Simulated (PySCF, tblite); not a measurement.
# Na+ and 2 × methylamine

A gas-phase complex of Na+ and 2 × methylamine; charge +1, singlet. The structure comes from a short search (6 tight-binding starts) and was relaxed by PBE0-D3(BJ)/def2-SVPD; another way of binding may lie lower. No frequency run checks that it is a minimum.

| part | name | SMILES | atoms | charge | multiplicity |
| --- | --- | --- | --- | --- | --- |
| 1 | Na+ | [Na+] | 1 | +1 | 1 |
| 2 | methylamine | CN | 2–8 | 0 | 1 |
| 3 | methylamine | CN | 9–15 | 0 | 1 |

```
atom  part   x (Å)   y (Å)  z (Å)
 Na1     1  -0.172   1.790  3.024
  C2     2  -0.231  -1.375  2.707
  N3     2  -1.233  -0.298  2.718
  H4     2   0.486  -1.206  1.892
  H5     2  -0.668  -2.375  2.571
  H6     2   0.324  -1.374  3.654
  H7     2  -1.772  -0.331  1.854
  H8     2  -1.916  -0.482  3.451
  C9     3   2.359   2.531  4.810
 N10     3   1.612   3.170  3.716
 H11     3   1.690   2.354  5.663
 H12     3   3.209   3.131  5.166
 H13     3   2.748   1.560  4.476
 H14     3   1.292   4.088  4.020
 H15     3   2.248   3.365  2.944
```

Contacts between parts, classed by geometry: Na1···N10 2.359 Å (ion contact); Na1···N3 2.362 Å (ion contact).

Interaction energies are complex less parts, with the parts frozen as they stand in it; counterpoise-corrected, in kcal/mol (PySCF).

(1) Give the interaction energy at each level run.

(2) What holds them together? Decompose the wB97M-D3(BJ)/def2-SVPD energy: frozen parts, their antisymmetrised product, then relaxation.

The parts were also relaxed and run alone, at the levels used for the complex: shieldings by PBE0/pcSseg-1.

(3) How do these values change when the complex forms?

Results:

(1) 
```csv
level,interaction,superposition error removed
wB97M-D3(BJ)/def2-SVPD,-55.32,-2.15
PBE0-D3(BJ)/def2-SVPD,-56.00,-2.06
```

(2) electrostatic -60.5, Pauli repulsion +21.9, orbital relaxation -16.6, dispersion correction -2.3 kcal/mol, which sum to the value before the counterpoise correction; the Pauli term holds the exchange-correlation of the frozen density too. Of the attraction, 76 % is electrostatic, 21 % is orbital relaxation, 3 % is dispersion correction.

(3) 
```tsv
property	alone	in the complex	change
shielding of Na1 (ppm)	623.5	564.5	-59.0
shielding of N10 (ppm)	247.9	247.7	-0.2
shielding of N3 (ppm)	247.9	247.7	-0.2
```

The 3 runs behind this took 98 s in all, one thread each of Arm Neoverse V2 on a shared host, launched as `OMP_NUM_THREADS=1 python cluster_run.py task.json out`.
